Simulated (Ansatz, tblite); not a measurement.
# The cluster La₃: one state, many levels

An exercise on one series of results from a longer session: the logs are not shown, and one member is left open.

The runs use Ansatz 0.2.0, Gaussian basis; as each input shows.

The runs, in order: GFN1-xTB, GFN2-xTB, PBE-D4/def2-TZVP, r2SCAN-D4/def2-TZVP, ωB97M-V/def2-TZVP, r2SCAN0-D4/def2-TZVP, B2PLYP/def2-TZVP, ωB97X-V/def2-TZVP, CAM-B3LYP-D4/def2-TZVP, LC-ωPBE(0.10)/def2-TZVP, LC-ωPBE(0.15)/def2-TZVP, LC-ωPBE(0.20)/def2-TZVP, LC-ωPBE(0.30)/def2-TZVP, PBE-D4/def2-SVP, PBE0-D4/def2-SVP, PBE0-D4/def2-TZVPD, PBE-D4/def2-TZVPD, r2SCAN-D4/def2-TZVPD, CCSD(T)/def2-TZVP, RPA/def2-TZVP, CCSD(T)/def2-TZVPD.

2 further runs of the same task are left out: 2 set aside as unsound or not needed. Runs told in other sessions of the task aren't counted.

## The geometry

The doublet was relaxed beforehand with PBE0-D4/def2-TZVP. At that level it is the lowest of the isomers that a small search found.

3 atoms, charge 0, spin multiplicity 2.

Bond lengths: La1–La2 3.237 Å, La1–La3 3.236 Å, La2–La3 3.296 Å. Angles: La2–La1–La3 61.2°, La1–La2–La3 59.4°, La1–La3–La2 59.4°.

La takes a core potential in the def2 sets. No spin-orbit coupling is included.

PBE0-D4/def2-TZVP was run before; its log isn't repeated, and its numbers join the tables.

The first run:

Tight binding, by tblite at 300 K electronic temperature and without a spin-polarisation term:

```python
tblite.interface.Calculator('GFN1-xTB', numbers, positions, charge=0, uhf=1).singlepoint()
```

Tight binding, by tblite at 300 K electronic temperature and without a spin-polarisation term:

```python
tblite.interface.Calculator('GFN2-xTB', numbers, positions, charge=0, uhf=1).singlepoint()
```

start.molden holds the orbitals of an earlier run on this state, given as this run's starting guess.

in.yaml

```yaml
crystal:
  periodic: [false, false, false]
  atoms:
    - {symbol: La, position_ang: [-1.376324, -1.217134, 0.268378]}
    - {symbol: La, position_ang: [1.669140, -0.284690, 0.843392]}
    - {symbol: La, position_ang: [-0.292816, 1.501834, -1.111769]}
basis:
  gaussian: {orbitals: def2-TZVP, initial_orbitals: start.molden}
magnetization: {spin_polarized: true, initial_magnetization: 1}
hamiltonian: {xc: pbe, dispersion: d4}
scf: {omitted_lower_state_checks: [starts]}
output: {orbitals: {seedname: orbitals}}
```

Run with:

```
ansatz run in.yaml --threads 4 --pin off --events-out ev --progress --plain --max-ram 3916MiB
```

Steps of the session up to this table: PBE-D4/def2-TZVP; r2SCAN-D4/def2-TZVP; ωB97M-V/def2-TZVP; r2SCAN0-D4/def2-TZVP; B2PLYP/def2-TZVP; ωB97X-V/def2-TZVP; CAM-B3LYP-D4/def2-TZVP; LC-ωPBE(0.10)/def2-TZVP; LC-ωPBE(0.15)/def2-TZVP; LC-ωPBE(0.20)/def2-TZVP; LC-ωPBE(0.30)/def2-TZVP; PBE-D4/def2-SVP; PBE0-D4/def2-SVP; PBE0-D4/def2-TZVPD; PBE-D4/def2-TZVPD; r2SCAN-D4/def2-TZVPD; CCSD(T)/def2-TZVP; RPA/def2-TZVP; CCSD(T)/def2-TZVPD.

One table of the session follows, with a row left open; its other results are not shown here.

| level | HOMO (eV) | LUMO (eV) | gap (eV) |
| --- | --- | --- | --- |
| PBE-D4/def2-SVP | -2.71 | -2.39 | 0.32 |
| PBE-D4/def2-TZVP | -2.53 | -2.33 | 0.20 |
| PBE-D4/def2-TZVPD | -2.53 | -2.33 | 0.20 |
| r2SCAN-D4/def2-TZVP | -2.52 | -1.87 | 0.65 |
| r2SCAN-D4/def2-TZVPD | -2.52 | -1.86 | 0.65 |
| PBE0-D4/def2-SVP | -3.04 | -1.67 | 1.37 |
| PBE0-D4/def2-TZVP | -2.98 | -1.61 | 1.37 |
| PBE0-D4/def2-TZVPD | -2.97 | -1.61 | 1.36 |
| r2SCAN0-D4/def2-TZVP | -2.97 | -1.37 | 1.60 |
| CAM-B3LYP-D4/def2-TZVP | -3.76 | -1.04 | 2.73 |
| ωB97X-V/def2-TZVP | -4.33 | -0.47 | 3.86 |
| ωB97M-V/def2-TZVP | -4.53 | -0.70 | 3.83 |
| LC-ωPBE(0.10)/def2-TZVP | ? | ? | ? |
| LC-ωPBE(0.15)/def2-TZVP | -4.02 | -0.58 | 3.45 |
| LC-ωPBE(0.20)/def2-TZVP | -4.17 | -0.35 | 3.82 |
| LC-ωPBE(0.30)/def2-TZVP | -4.43 | -0.16 | 4.27 |

**Question.** Estimate the row for LC-ωPBE(0.10)/def2-TZVP.

**Answer.** HOMO (eV): -3.79; LUMO (eV): -0.97; gap (eV): 2.82. In the column «HOMO (eV)» it lies between LC-ωPBE(0.15)/def2-TZVP (-4.02) and CAM-B3LYP-D4/def2-TZVP (-3.76).

Caveats from the session: Doubts: large T1 diagnostic, spin contamination. Notes on CCSD(T)/def2-TZVPD: large T1 diagnostic, spin contamination.
